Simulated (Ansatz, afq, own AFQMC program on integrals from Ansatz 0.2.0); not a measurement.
**SiHO, doublet: AFQMC among the cluster methods**

```xyz
3

Si    0.0000    0.0310    0.6323
O     0.0000   -0.0988   -1.0129
H     0.0000    0.7057   -1.5397
```

Connectivity, by distances: Si–OH.

Basis cc-pVDZ. Only valence electrons are correlated. Integrals, coupled cluster, full CI and functionals: Ansatz 0.2.0; the random walks run on the same integrals in our own AFQMC program. The CISD trial takes its coefficients from CCSD amplitudes. Released means that phaseless walkers are propagated on without the constraint, phases kept. Free projection: walkers drawn from exp(T), propagated without any constraint. Its projection time is finite, and what remains of the start isn't in its error. Error bars are statistical, one sigma.

Determinant: UHF, the one that the program's search chose, which needn't be the lowest solution. The geometry is a point of a scan.

No full CI on the walks' own integrals is used here; CCSDT(Q) serves as the reference and is uncertain by about the last step of the cluster series.

The T1 diagnostic is 0.0207, the weight of the determinant in the CISD state is 0.888 and the ⟨S²⟩ of the determinant is 0.770. The size of the correlated space is 11 electrons in 31 orbitals.

```
  level  correlation energy (eV)
    MP2                  -6.8477
   CCSD                  -7.3762
CCSD(T)                  -7.5609
```

Task: Estimate where phaseless AFQMC with the Hartree–Fock trial lies against CCSD(T) on the same integrals.

Result: 15.3 ± 6.4 kJ/mol below CCSD(T).

Reference: CCSDT(Q), correlation energy -7.600 eV. The released energy is read at 2.40 1/Eh (meV from the phaseless value at times in 1/Eh: -8 ± 19 at 0.24, -29 ± 14 at 0.51, 7 ± 14 at 0.99, 0 ± 15 at 1.62, -9 ± 25 at 2.40).

```csv
level,E − E(reference) (kJ/mol),share of correlation (%)
CCSD(T),3.7,99.49
CCSDT,2.2,99.71
ph-AFQMC/HF,-11.5 ± 6.4,101.57
ph-AFQMC/CISD,-0.7 ± 1.4,100.09
released AFQMC,-1.5 ± 2.4,100.21
free AFQMC,1.2 ± 1.6,99.83
```

Free projections are given only where their last times agree within the noise and don't stop above the reference; a slow remainder of the start can still hide under it. A walk keeps the symmetry of its determinant, which the program's search chose and which needn't be the lowest solution, so a lower state of the same spin and another symmetry isn't excluded. Released energies are given only where the last usable release times agree within the noise; a slower fall can still hide under it.
